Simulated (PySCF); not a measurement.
This PySCF input (PBE/def2-TZVPP) gives -114.41984 Eh with 90 basis functions.

```python
import numpy as np, basis_set_exchange as bse
from pyscf import gto, scf, dft, df

basis = {'C': gto.basis.parse(bse.get_basis('def2-TZVPP', elements=['C'], fmt='nwchem')), 'H': gto.basis.parse(bse.get_basis('def2-TZVPP', elements=['H'], fmt='nwchem')), 'O': gto.basis.parse(bse.get_basis('def2-TZVPP', elements=['O'], fmt='nwchem'))}
mol = gto.M(
    atom='''
    O    -0.00091616   -0.01015443    0.67280603
    C     0.00071614    0.00793741   -0.52591197
    H    -0.00265489    0.95544190   -1.09932737
    H     0.00568738   -0.92183092   -1.12764904
    ''',
    basis=basis,
    charge=0,
    verbose=4,
    max_memory=2160,
)
mf = dft.RKS(mol, xc='pbe')
mf.grids.level = 3
mf = mf.density_fit(auxbasis=df.autoaux(mol))
mf.conv_tol = 1e-9
mf.max_cycle = 100
print('smallest overlap eigenvalue', np.linalg.eigvalsh(mol.intor('int1e_ovlp'))[0])
mf.kernel()
dip = mf.dip_moment()
```

Change:
```diff
- basis = {'C': gto.basis.parse(bse.get_basis('def2-TZVPP', elements=['C'], fmt='nwchem')), 'H': gto.basis.parse(bse.get_basis('def2-TZVPP', elements=['H'], fmt='nwchem')), 'O': gto.basis.parse(bse.get_basis('def2-TZVPP', elements=['O'], fmt='nwchem'))}
+ basis = {'C': gto.basis.parse(bse.get_basis('aug-pcseg-2', elements=['C'], fmt='nwchem')), 'H': gto.basis.parse(bse.get_basis('aug-pcseg-2', elements=['H'], fmt='nwchem')), 'O': gto.basis.parse(bse.get_basis('aug-pcseg-2', elements=['O'], fmt='nwchem'))}
```

**Question.** What does the run give now?

**Answer.** -114.42058 Eh (PBE/aug-pcseg-2, 138 functions), a change of -0.74 mEh.
